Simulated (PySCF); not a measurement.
C$_{5}$H$_{8}$: calculation and literature

Atoms are numbered as in `[CH:1]#[C:2][CH:3]([CH3:4])[CH3:5]`. Each H is labelled by its parent atom.

Computational details: PBE0-D3(BJ)/def2-SVP structure, GIAO PBE0/pcSseg-1 shieldings, in PySCF 2.14 (non-relativistic Hamiltonian, averaged over atoms made equivalent by symmetry, fast rotation or ring inversion, one conformer, no solvent model).

Reference values: measured (solution, not stated per compound (mostly CDCl3 or CCl4); Pretsch, Buehlmann, Badertscher, Structure Determination of Organic Compounds, 4th ed. (2009)).
```json
{"atoms": "C2", "quantity": "δ ¹³C", "reference": "89.2", "computed": "92.7", "computed, scaled": "88.9"}
{"atoms": "C1", "quantity": "δ ¹³C", "reference": "67.6", "computed": "74.0", "computed, scaled": "70.9"}
{"atoms": "C4/C5", "quantity": "δ ¹³C", "reference": "22.8", "computed": "24.6", "computed, scaled": "23.1"}
{"atoms": "C3", "quantity": "δ ¹³C", "reference": "20.3", "computed": "22.5", "computed, scaled": "21.0"}
```

Computed shifts are σ(ref) − σ with the named reference compound (TMS for H and C) calculated as an isolated molecule at the same level. The measured values may be among those fitted. Expected solution values come from regression of measured δ (H and C: mostly CDCl3, vs TMS) on computed σ: ¹³C: δ = 177.62 − 0.967σ (rms 1.9 ppm, 903 shifts, 2.3 ppm with the 23 outliers that the fit left out). A few per cent of atoms miss by over 2 rms, more outside the fitted compound classes.

How far are the unscaled ¹³C shifts from the references?

Answers

Mean signed difference +3.48 ppm, mean absolute 3.48 ppm over 4 comparisons; the largest is +6.4 ppm at C1 (terminal alkyne carbon).

4 of the 6 published NMR values on file for this molecule are compared.
